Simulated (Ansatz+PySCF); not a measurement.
The numbers below are computed, except where a source is named.
# Several solutions for singlet C4H4

```csv
atom,x (Å),y (Å),z (Å)
C,0.6830,0.7450,0.0283
C,-0.6250,0.7681,-0.0209
C,-0.6391,-0.8156,0.0251
C,0.6426,-0.7757,-0.0425
H,1.4794,1.5517,0.0318
H,-1.4481,1.5922,-0.0305
H,-1.4277,-1.5743,0.0434
H,1.4240,-1.5500,0.0470
```

Basis set: def2-SVP (spherical functions). Charge 0, multiplicity 1.

UHF was run from several starts with Ansatz (development build ahead of 0.2.0) and PySCF 2.14.0.

| run | program | start | converged | energy (hartree) | <S²> |
| --- | --- | --- | --- | --- | --- |
| A | PySCF | program defaults | yes | -153.51692 | 0.00 |
| B | PySCF | guess atom, instabilities followed | yes | -153.53542 | 0.84 |
| C | PySCF | guess 1e, instabilities followed | yes | -153.53542 | 0.84 |
| D | Ansatz | atomic start, no search | yes | -153.51692 | 0.00 |
| E | Ansatz | stability test followed | yes | -153.53541 | 0.84 |
| F | PySCF | guess minao, instabilities followed | yes | -153.53542 | 0.84 |
| G | Ansatz | search for the lowest state | yes | -153.53541 | 0.84 |
| H | PySCF | guess huckel, instabilities followed | yes | -153.53542 | 0.84 |

Problem. Which runs reached the lowest solution of this kind, and what is wrong with the others?

Solution. B, C, E, F, G, H reached the lowest solution found. Converged but too high: A by 0.50 eV, D by 0.50 eV. Convergence only shows a stationary point, and even a stable one can lie too high; stability tests and further starts are what find lower ones. Caution: the unrestricted determinant is a mixture of spin states.
